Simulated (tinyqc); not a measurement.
ROHF in the sto-3g basis, for CH3, spin multiplicity 2, step by step (part 1 of 2). Computed by tinyqc, a small Python program that keeps every step (integrals from PySCF). Settings: charge = 0, multiplicity = 2, basis = sto-3g, energy threshold = 1e-10, iteration cap = 73, orthogonalisation = symmetric, start = atomic densities, DIIS depth = 8, DIIS from iteration = 2, method = ROHF. Command: `OMP_NUM_THREADS=1 python tinyqc.py 28708 28709 out.jsonl` (the two numbers bound the seeds that draw the settings). One thread of a shared host (Intel(R) Xeon(R) Processor @ 2.60GHz), about 0.1 s of CPU time with the checks. Later iterations appear only in the table of the cycle.

## One-electron integrals

Geometry (angstrom):
```
atom        x        y       z
C      0.0000   0.0000  0.0710
H      1.3230   0.0000  0.0000
H     -0.6610   1.1460  0.0000
H     -0.6610  -1.1460  0.0000
```

Basis sto-3g: exponents (1/bohr^2) and contraction coefficients of normalised primitives:
```
element  l (shell)  exponent  coefficient
C            s (1)   71.6168       0.1543
C            s (1)   13.0451       0.5353
C            s (1)    3.5305       0.4446
C            s (2)    2.9412      -0.1000
C            s (2)    0.6835       0.3995
C            s (2)    0.2223       0.7001
C            p (3)    2.9412       0.1559
C            p (3)    0.6835       0.6077
C            p (3)    0.2223       0.3920
H            s (1)    3.4253       0.1543
H            s (1)    0.6239       0.5353
H            s (1)    0.1689       0.4446
```

Overlap, kinetic and nuclear-attraction integrals over the contracted functions; the nuclear repulsion is the sum of Za Zb / Rab.

nuclear repulsion = 7.882273 hartree

overlap S, lower triangle:
```
         1C 1s   1C 2s   1C 2px   1C 2py   1C 2pz   2H 1s   3H 1s   4H 1s
1C 1s   1.0000
1C 2s   0.2484  1.0000
1C 2px  0.0000  0.0000   1.0000
1C 2py  0.0000  0.0000   0.0000   1.0000
1C 2pz  0.0000  0.0000   0.0000   0.0000   1.0000
2H 1s   0.0362  0.3651   0.3787   0.0000  -0.0203  1.0000
3H 1s   0.0362  0.3651  -0.1892   0.3280  -0.0203  0.0725  1.0000
4H 1s   0.0362  0.3651  -0.1892  -0.3280  -0.0203  0.0725  0.0724  1.0000
```

kinetic energy T (hartree), lower triangle:
```
          1C 1s   1C 2s   1C 2px   1C 2py   1C 2pz    2H 1s    3H 1s   4H 1s
1C 1s   15.8911
1C 2s   -0.0859  0.4722
1C 2px   0.0000  0.0000   1.4777
1C 2py   0.0000  0.0000   0.0000   1.4777
1C 2pz   0.0000  0.0000   0.0000   0.0000   1.4777
2H 1s   -0.0108  0.0458   0.1397   0.0000  -0.0075   0.7600
3H 1s   -0.0108  0.0458  -0.0698   0.1210  -0.0075  -0.0115   0.7600
4H 1s   -0.0108  0.0458  -0.0698  -0.1210  -0.0075  -0.0115  -0.0115  0.7600
```

nuclear attraction V (hartree), lower triangle:
```
           1C 1s    1C 2s   1C 2px   1C 2py   1C 2pz    2H 1s    3H 1s    4H 1s
1C 1s   -34.8510
1C 2s    -4.4898  -6.3769
1C 2px    0.0000  -0.0001  -6.3759
1C 2py    0.0000   0.0000   0.0000  -6.3761
1C 2pz    0.0018   0.0204   0.0000   0.0000  -6.2511
2H 1s    -0.6630  -1.8560  -1.7651   0.0000   0.0983  -4.0648
3H 1s    -0.6630  -1.8561   0.8819  -1.5290   0.0983  -0.3315  -4.0647
4H 1s    -0.6630  -1.8561   0.8819   1.5290   0.0983  -0.3315  -0.3311  -4.0647
```

core Hamiltonian H = T + V (hartree), lower triangle:
```
           1C 1s    1C 2s   1C 2px   1C 2py   1C 2pz    2H 1s    3H 1s    4H 1s
1C 1s   -18.9599
1C 2s    -4.5757  -5.9046
1C 2px    0.0000  -0.0001  -4.8982
1C 2py    0.0000   0.0000   0.0000  -4.8983
1C 2pz    0.0018   0.0204   0.0000   0.0000  -4.7734
2H 1s    -0.6738  -1.8103  -1.6254   0.0000   0.0908  -3.3047
3H 1s    -0.6739  -1.8103   0.8121  -1.4080   0.0908  -0.3429  -3.3047
4H 1s    -0.6739  -1.8103   0.8121   1.4080   0.0908  -0.3429  -0.3425  -3.3047
```

## Two-electron integrals

Functions are numbered as in S; the eight-fold symmetry (ij|kl) = (ji|kl) = (kl|ij) leaves the list below.

Two-electron integrals (ij|kl) in chemists' order, unique and non-zero (hartree):
```
(11|11) 3.5419      (21|11) 0.5769      (21|21) 0.1119      (22|11) 0.8547
(22|21) 0.2053      (22|22) 0.6247      (31|31) 0.0203      (32|31) 0.0309
(32|32) 0.1380      (33|11) 0.8524      (33|21) 0.2053      (33|22) 0.6246
(33|33) 0.6728      (41|41) 0.0203      (42|41) 0.0309      (42|42) 0.1380
(43|43) 0.0363      (44|11) 0.8524      (44|21) 0.2053      (44|22) 0.6246
(44|33) 0.6003      (44|44) 0.6728      (51|51) 0.0203      (52|51) 0.0309
(52|52) 0.1380      (53|53) 0.0363      (54|54) 0.0363      (55|11) 0.8524
(55|21) 0.2053      (55|22) 0.6246      (55|33) 0.6003      (55|44) 0.6003
(55|55) 0.6728      (61|11) 0.0844      (61|21) 0.0163      (61|22) 0.0299
(61|31) 0.0010      (61|32) 0.0018      (61|33) 0.0301      (61|44) 0.0298
(61|51) -5.15e-05   (61|52) -9.70e-05   (61|53) -1.62e-05   (61|55) 0.0298
(61|61) 0.0024      (62|11) 0.2274      (62|21) 0.0555      (62|22) 0.1890
(62|31) 0.0052      (62|32) 0.0381      (62|33) 0.1982      (62|44) 0.1842
(62|51) -2.81e-04   (62|52) -0.0020     (62|53) -0.0008     (62|55) 0.1843
(62|61) 0.0084      (62|62) 0.0789      (63|11) 0.2037      (63|21) 0.0503
(63|22) 0.1817      (63|31) 0.0094      (63|32) 0.0624      (63|33) 0.1995
(63|44) 0.1727      (63|51) -2.18e-04   (63|52) -0.0018     (63|53) -0.0010
(63|55) 0.1728      (63|61) 0.0080      (63|62) 0.0899      (63|63) 0.1097
(64|41) 0.0053      (64|42) 0.0290      (64|43) 0.0072      (64|54) -3.86e-04
(64|64) 0.0090      (65|11) -0.0109     (65|21) -0.0027     (65|22) -0.0098
(65|31) -2.18e-04   (65|32) -0.0018     (65|33) -0.0099     (65|44) -0.0093
(65|51) 0.0053      (65|52) 0.0291      (65|53) 0.0072      (65|55) -0.0100
(65|61) -4.27e-04   (65|62) -0.0048     (65|63) -0.0054     (65|65) 0.0093
(66|11) 0.3958      (66|21) 0.0981      (66|22) 0.3820      (66|31) 0.0107
(66|32) 0.1070      (66|33) 0.4201      (66|44) 0.3627      (66|51) -0.0006
(66|52) -0.0057     (66|53) -0.0031     (66|55) 0.3628      (66|61) 0.0151
(66|62) 0.2106      (66|63) 0.2640      (66|65) -0.0142     (66|66) 0.7746
(71|11) 0.0844      (71|21) 0.0163      (71|22) 0.0299      (71|31) -4.79e-04
(71|32) -0.0009     (71|33) 0.0299      (71|41) 0.0008      (71|42) 0.0016
(71|43) -1.31e-04   (71|44) 0.0300      (71|51) -5.15e-05   (71|52) -9.71e-05
(71|53) 8.12e-06    (71|54) -1.41e-05   (71|55) 0.0298      (71|61) 0.0023
(71|62) 0.0079      (71|63) 0.0070      (71|64) 2.59e-04    (71|65) -4.02e-04
(71|66) 0.0140      (71|71) 0.0024      (72|11) 0.2274      (72|21) 0.0555
(72|22) 0.1890      (72|31) -0.0026     (72|32) -0.0190     (72|33) 0.1877
(72|41) 0.0045      (72|42) 0.0330      (72|43) -0.0061     (72|44) 0.1947
(72|51) -2.81e-04   (72|52) -0.0020     (72|53) 3.75e-04    (72|54) -0.0007
(72|55) 0.1843      (72|61) 0.0079      (72|62) 0.0536      (72|63) 0.0485
(72|64) 0.0063      (72|65) -0.0032     (72|66) 0.1086      (72|71) 0.0084
(72|72) 0.0789      (73|11) -0.1018     (73|21) -0.0251     (73|22) -0.0908
(73|31) 0.0063      (73|32) 0.0373      (73|33) -0.0950     (73|41) -0.0018
(73|42) -0.0145     (73|43) 0.0089      (73|44) -0.0909     (73|51) 1.09e-04
(73|52) 0.0009      (73|53) -0.0006     (73|54) 2.87e-04    (73|55) -0.0863
(73|61) -0.0033     (73|62) -0.0187     (73|63) -0.0122     (73|64) -0.0016
(73|65) 0.0011      (73|66) -0.0335     (73|71) -0.0040     (73|72) -0.0449
(73|73) 0.0341      (74|11) 0.1765      (74|21) 0.0436      (74|22) 0.1574
(74|31) -0.0018     (74|32) -0.0145     (74|33) 0.1523      (74|41) 0.0084
(74|42) 0.0541      (74|43) -0.0082     (74|44) 0.1701      (74|51) -1.89e-04
(74|52) -0.0016     (74|53) 2.87e-04    (74|54) -0.0009     (74|55) 0.1497
(74|61) 0.0062      (74|62) 0.0451      (74|63) 0.0408      (74|64) 0.0105
(74|65) -0.0026     (74|66) 0.0927      (74|71) 0.0069      (74|72) 0.0779
(74|73) -0.0436     (74|74) 0.0845      (75|11) -0.0109     (75|21) -0.0027
(75|22) -0.0098     (75|31) 1.09e-04    (75|32) 0.0009      (75|33) -0.0094
(75|41) -1.89e-04   (75|42) -0.0016     (75|43) 2.87e-04    (75|44) -0.0098
(75|51) 0.0053      (75|52) 0.0291      (75|53) -0.0036     (75|54) 0.0063
(75|55) -0.0100     (75|61) -4.02e-04   (75|62) -0.0032     (75|63) -0.0028
(75|64) -3.64e-04   (75|65) 0.0058      (75|66) -0.0068     (75|71) -4.27e-04
(75|72) -0.0048     (75|73) 0.0027      (75|74) -0.0047     (75|75) 0.0093
(76|11) 0.0398      (76|21) 0.0098      (76|22) 0.0345      (76|31) 3.85e-04
(76|32) 0.0030      (76|33) 0.0348      (76|41) 0.0007      (76|42) 0.0052
(76|43) 2.74e-04    (76|44) 0.0351      (76|51) -8.26e-05   (76|52) -0.0006
(76|53) -8.99e-05   (76|54) -1.56e-04   (76|55) 0.0336      (76|61) 0.0014
(76|62) 0.0127      (76|63) 0.0135      (76|64) 0.0014      (76|65) -0.0009
(76|66) 0.0315      (76|71) 0.0014      (76|72) 0.0127      (76|73) -0.0055
(76|74) 0.0124      (76|75) -0.0009     (76|76) 0.0026      (77|11) 0.3958
(77|21) 0.0981      (77|22) 0.3820      (77|31) -0.0053     (77|32) -0.0535
(77|33) 0.3770      (77|41) 0.0093      (77|42) 0.0927      (77|43) -0.0248
(77|44) 0.4058      (77|51) -0.0006     (77|52) -0.0057     (77|53) 0.0015
(77|54) -0.0027     (77|55) 0.3628      (77|61) 0.0140      (77|62) 0.1086
(77|63) 0.0970      (77|64) 0.0172      (77|65) -0.0068     (77|66) 0.2307
(77|71) 0.0151      (77|72) 0.2107      (77|73) -0.1319     (77|74) 0.2287
(77|75) -0.0142     (77|76) 0.0315      (77|77) 0.7746      (81|11) 0.0844
(81|21) 0.0163      (81|22) 0.0299      (81|31) -4.79e-04   (81|32) -0.0009
(81|33) 0.0299      (81|41) -0.0008     (81|42) -0.0016     (81|43) 1.31e-04
(81|44) 0.0300      (81|51) -5.15e-05   (81|52) -9.71e-05   (81|53) 8.12e-06
(81|54) 1.41e-05    (81|55) 0.0298      (81|61) 0.0023      (81|62) 0.0079
(81|63) 0.0070      (81|64) -2.59e-04   (81|65) -4.02e-04   (81|66) 0.0140
(81|71) 0.0023      (81|72) 0.0079      (81|73) -0.0037     (81|74) 0.0060
(81|75) -4.02e-04   (81|76) 0.0014      (81|77) 0.0140      (81|81) 0.0024
(82|11) 0.2274      (82|21) 0.0555      (82|22) 0.1890      (82|31) -0.0026
(82|32) -0.0190     (82|33) 0.1877      (82|41) -0.0045     (82|42) -0.0330
(82|43) 0.0061      (82|44) 0.1947      (82|51) -2.81e-04   (82|52) -0.0020
(82|53) 3.75e-04    (82|54) 0.0007      (82|55) 0.1843      (82|61) 0.0079
(82|62) 0.0536      (82|63) 0.0485      (82|64) -0.0063     (82|65) -0.0032
(82|66) 0.1086      (82|71) 0.0079      (82|72) 0.0536      (82|73) -0.0297
(82|74) 0.0388      (82|75) -0.0032     (82|76) 0.0093      (82|77) 0.1086
(82|81) 0.0084      (82|82) 0.0789      (83|11) -0.1018     (83|21) -0.0251
(83|22) -0.0908     (83|31) 0.0063      (83|32) 0.0373      (83|33) -0.0950
(83|41) 0.0018      (83|42) 0.0145      (83|43) -0.0089     (83|44) -0.0909
(83|51) 1.09e-04    (83|52) 0.0009      (83|53) -0.0006     (83|54) -2.87e-04
(83|55) -0.0863     (83|61) -0.0033     (83|62) -0.0187     (83|63) -0.0122
(83|64) 0.0016      (83|65) 0.0011      (83|66) -0.0335     (83|71) -0.0037
(83|72) -0.0297     (83|73) 0.0217      (83|74) -0.0212     (83|75) 0.0017
(83|76) -0.0040     (83|77) -0.0634     (83|81) -0.0040     (83|82) -0.0449
(83|83) 0.0341      (84|11) -0.1765     (84|21) -0.0436     (84|22) -0.1574
(84|31) 0.0018      (84|32) 0.0145      (84|33) -0.1523     (84|41) 0.0084
(84|42) 0.0541      (84|43) -0.0082     (84|44) -0.1701     (84|51) 1.89e-04
(84|52) 0.0016      (84|53) -2.87e-04   (84|54) -0.0009     (84|55) -0.1497
(84|61) -0.0062     (84|62) -0.0451     (84|63) -0.0408     (84|64) 0.0105
(84|65) 0.0026      (84|66) -0.0927     (84|71) -0.0060     (84|72) -0.0388
(84|73) 0.0212      (84|74) -0.0235     (84|75) 0.0023      (84|76) -0.0070
(84|77) -0.0754     (84|81) -0.0069     (84|82) -0.0779     (84|83) 0.0436
(84|84) 0.0845      (85|11) -0.0109     (85|21) -0.0027     (85|22) -0.0098
(85|31) 1.09e-04    (85|32) 0.0009      (85|33) -0.0094     (85|41) 1.89e-04
(85|42) 0.0016      (85|43) -2.87e-04   (85|44) -0.0098     (85|51) 0.0053
(85|52) 0.0291      (85|53) -0.0036     (85|54) -0.0063     (85|55) -0.0100
(85|61) -4.02e-04   (85|62) -0.0032     (85|63) -0.0028     (85|64) 3.64e-04
(85|65) 0.0058      (85|66) -0.0068     (85|71) -4.02e-04   (85|72) -0.0032
(85|73) 0.0017      (85|74) -0.0023     (85|75) 0.0058      (85|76) -0.0006
(85|77) -0.0068     (85|81) -4.27e-04   (85|82) -0.0048     (85|83) 0.0027
(85|84) 0.0047      (85|85) 0.0093      (86|11) 0.0398      (86|21) 0.0098
(86|22) 0.0345      (86|31) 3.85e-04    (86|32) 0.0030      (86|33) 0.0348
(86|41) -0.0007     (86|42) -0.0052     (86|43) -2.74e-04   (86|44) 0.0351
(86|51) -8.26e-05   (86|52) -0.0006     (86|53) -8.99e-05   (86|54) 1.56e-04
(86|55) 0.0336      (86|61) 0.0014      (86|62) 0.0127      (86|63) 0.0135
(86|64) -0.0014     (86|65) -0.0009     (86|66) 0.0315      (86|71) 0.0014
(86|72) 0.0093      (86|73) -0.0040     (86|74) 0.0070      (86|75) -0.0006
(86|76) 0.0020      (86|77) 0.0187      (86|81) 0.0014      (86|82) 0.0127
(86|83) -0.0055     (86|84) -0.0124     (86|85) -0.0009     (86|86) 0.0026
(87|11) 0.0398      (87|21) 0.0097      (87|22) 0.0345      (87|31) -0.0008
(87|32) -0.0060     (87|33) 0.0353      (87|44) 0.0346      (87|51) -8.25e-05
(87|52) -0.0006     (87|53) 1.79e-04    (87|55) 0.0336      (87|61) 0.0014
(87|62) 0.0093      (87|63) 0.0081      (87|65) -0.0006     (87|66) 0.0187
(87|71) 0.0014      (87|72) 0.0127      (87|73) -0.0080     (87|74) 0.0110
(87|75) -0.0009     (87|76) 0.0020      (87|77) 0.0314      (87|81) 0.0014
(87|82) 0.0127      (87|83) -0.0080     (87|84) -0.0110     (87|85) -0.0009
(87|86) 0.0020      (87|87) 0.0026      (88|11) 0.3958      (88|21) 0.0981
(88|22) 0.3820      (88|31) -0.0053     (88|32) -0.0535     (88|33) 0.3770
(88|41) -0.0093     (88|42) -0.0927     (88|43) 0.0248      (88|44) 0.4058
(88|51) -0.0006     (88|52) -0.0057     (88|53) 0.0015      (88|54) 0.0027
(88|55) 0.3628      (88|61) 0.0140      (88|62) 0.1086      (88|63) 0.0970
(88|64) -0.0172     (88|65) -0.0068     (88|66) 0.2307      (88|71) 0.0140
(88|72) 0.1086      (88|73) -0.0634     (88|74) 0.0754      (88|75) -0.0068
(88|76) 0.0187      (88|77) 0.2306      (88|81) 0.0151      (88|82) 0.2107
(88|83) -0.1319     (88|84) -0.2287     (88|85) -0.0142     (88|86) 0.0315
(88|87) 0.0314      (88|88) 0.7746
```

## Orthogonalisation

S = U s U^T; symmetric (Loewdin) form X = U s^(-1/2) U^T, so that X^T S X = 1.

eigenvalues of S: 0.3987  0.4985  0.4986  0.9710  1.0057  1.4288  1.4291  1.7695

X, lower triangle:
```
          1C 1s    1C 2s   1C 2px   1C 2py  1C 2pz    2H 1s    3H 1s   4H 1s
1C 1s    1.0272
1C 2s   -0.1516   1.2182
1C 2px   0.0000   0.0000   1.1038
1C 2py   0.0000   0.0000   0.0000   1.1039
1C 2pz   0.0012  -0.0105   0.0000   0.0000  1.0006
2H 1s    0.0214  -0.2214  -0.2359   0.0000  0.0120   1.1331
3H 1s    0.0214  -0.2214   0.1179  -0.2044  0.0120  -0.0159   1.1331
4H 1s    0.0214  -0.2214   0.1179   0.2044  0.0120  -0.0159  -0.0159  1.1331
```

## Starting guess

The start is atomic minimal-basis densities projected into this basis (PySCF's MINAO start) and scaled to the electron count of each spin; this density is not idempotent, so its energy is not variational and may lie below the converged one.

D(alpha) at the start, lower triangle:
```
          1C 1s   1C 2s   1C 2px   1C 2py   1C 2pz   2H 1s   3H 1s   4H 1s
1C 1s    1.1892
1C 2s   -0.2802  1.1393
1C 2px   0.0000  0.0000   0.3332
1C 2py   0.0000  0.0000   0.0000   0.3331
1C 2pz  -0.0009  0.0032   0.0000   0.0000   0.3656
2H 1s   -0.0113  0.0447   0.0352   0.0000  -0.0014  0.5321
3H 1s   -0.0113  0.0447  -0.0176   0.0305  -0.0014  0.0154  0.5321
4H 1s   -0.0113  0.0447  -0.0176  -0.0305  -0.0014  0.0154  0.0154  0.5321
```

D(beta) at the start, lower triangle:
```
          1C 1s   1C 2s   1C 2px   1C 2py   1C 2pz   2H 1s   3H 1s   4H 1s
1C 1s    0.9514
1C 2s   -0.2241  0.9114
1C 2px   0.0000  0.0000   0.2665
1C 2py   0.0000  0.0000   0.0000   0.2665
1C 2pz  -0.0007  0.0025   0.0000   0.0000   0.2925
2H 1s   -0.0090  0.0358   0.0282   0.0000  -0.0011  0.4257
3H 1s   -0.0090  0.0358  -0.0141   0.0244  -0.0011  0.0123  0.4257
4H 1s   -0.0090  0.0358  -0.0141  -0.0244  -0.0011  0.0123  0.0123  0.4257
```

## Iteration 1: building the Fock matrix

J_ij = sum D_kl (ij|kl) with D = D(alpha) + D(beta), K_ij = sum D_kl (ik|jl) for each spin; F = H + J - K(s); E = tr D H + tr D J / 2 - 0.5 sum_s tr D(s) K(s) + E_nn.

Coulomb J (hartree), lower triangle:
```
          1C 1s    1C 2s   1C 2px   1C 2py   1C 2pz   2H 1s   3H 1s   4H 1s
1C 1s   11.6571
1C 2s    2.2521   5.3241
1C 2px   0.0000   0.0001   5.3470
1C 2py   0.0000   0.0000   0.0000   5.3470
1C 2pz  -0.0017  -0.0172   0.0000   0.0000   5.2606
2H 1s    0.3288   1.6334   1.5891   0.0000  -0.0885  3.5536
3H 1s    0.3288   1.6334  -0.7940   1.3766  -0.0885  0.2989  3.5535
4H 1s    0.3288   1.6334  -0.7940  -1.3766  -0.0885  0.2989  0.2985  3.5535
```

exchange K(alpha) (hartree), lower triangle:
```
          1C 1s    1C 2s   1C 2px   1C 2py   1C 2pz   2H 1s   3H 1s   4H 1s
1C 1s    4.0402
1C 2s    0.6991   1.0581
1C 2px   0.0000   0.0000   0.5418
1C 2py   0.0000   0.0000   0.0000   0.5418
1C 2pz  -0.0009  -0.0084   0.0000   0.0000   0.4587
2H 1s    0.1136   0.4142   0.2729   0.0000  -0.0161  0.5865
3H 1s    0.1136   0.4142  -0.1363   0.2364  -0.0161  0.1093  0.5865
4H 1s    0.1136   0.4142  -0.1363  -0.2364  -0.0161  0.1093  0.1092  0.5865
```

exchange K(beta) (hartree), lower triangle:
```
          1C 1s    1C 2s   1C 2px   1C 2py   1C 2pz   2H 1s   3H 1s   4H 1s
1C 1s    3.2321
1C 2s    0.5593   0.8465
1C 2px   0.0000   0.0000   0.4334
1C 2py   0.0000   0.0000   0.0000   0.4335
1C 2pz  -0.0007  -0.0068   0.0000   0.0000   0.3669
2H 1s    0.0909   0.3314   0.2183   0.0000  -0.0129  0.4692
3H 1s    0.0909   0.3314  -0.1091   0.1891  -0.0129  0.0875  0.4692
4H 1s    0.0909   0.3314  -0.1091  -0.1891  -0.0129  0.0875  0.0874  0.4692
```

F(alpha) (hartree), lower triangle:
```
           1C 1s    1C 2s   1C 2px   1C 2py  1C 2pz    2H 1s    3H 1s    4H 1s
1C 1s   -11.3429
1C 2s    -3.0228  -1.6387
1C 2px    0.0000   0.0000  -0.0930
1C 2py    0.0000   0.0000   0.0000  -0.0931
1C 2pz    0.0011   0.0116   0.0000   0.0000  0.0285
2H 1s    -0.4586  -0.5911  -0.3092   0.0000  0.0184  -0.3376
3H 1s    -0.4586  -0.5911   0.1545  -0.2678  0.0184  -0.1534  -0.3376
4H 1s    -0.4586  -0.5911   0.1545   0.2678  0.0184  -0.1534  -0.1532  -0.3376
```

F(beta) (hartree), lower triangle:
```
           1C 1s    1C 2s   1C 2px   1C 2py  1C 2pz    2H 1s    3H 1s    4H 1s
1C 1s   -10.5349
1C 2s    -2.8830  -1.4270
1C 2px    0.0000   0.0000   0.0153
1C 2py    0.0000   0.0000   0.0000   0.0152
1C 2pz    0.0009   0.0099   0.0000   0.0000  0.1203
2H 1s    -0.4359  -0.5083  -0.2546   0.0000  0.0152  -0.2203
3H 1s    -0.4359  -0.5083   0.1272  -0.2205  0.0152  -0.1315  -0.2203
4H 1s    -0.4359  -0.5083   0.1272   0.2205  0.0152  -0.1315  -0.1314  -0.2203
```

total energy of this density = -38.580834 hartree

This density is the starting one; it is not idempotent, so its energy is not variational and may lie below the converged one.

## Iteration 1: Roothaan effective Fock matrix

With projectors Pc = D(beta) S, Po = (D(alpha) - D(beta)) S, Pv = 1 - D(alpha) S, the block xy is Px^T F Py; with Fc = (F(alpha) + F(beta))/2, the blocks are Fc for cc, oo, vv and cv, F(beta) for co and F(alpha) for ov.

effective F (hartree), lower triangle:
```
           1C 1s    1C 2s   1C 2px   1C 2py  1C 2pz    2H 1s    3H 1s    4H 1s
1C 1s   -10.7542
1C 2s    -2.9123  -1.4367
1C 2px    0.0000   0.0000  -0.0379
1C 2py    0.0000   0.0000   0.0000  -0.0380
1C 2pz    0.0006   0.0092   0.0000   0.0000  0.0721
2H 1s    -0.4417  -0.4997  -0.2797   0.0000  0.0160  -0.2505
3H 1s    -0.4417  -0.4997   0.1398  -0.2423  0.0160  -0.1165  -0.2505
4H 1s    -0.4417  -0.4997   0.1398   0.2423  0.0160  -0.1165  -0.1164  -0.2505
```
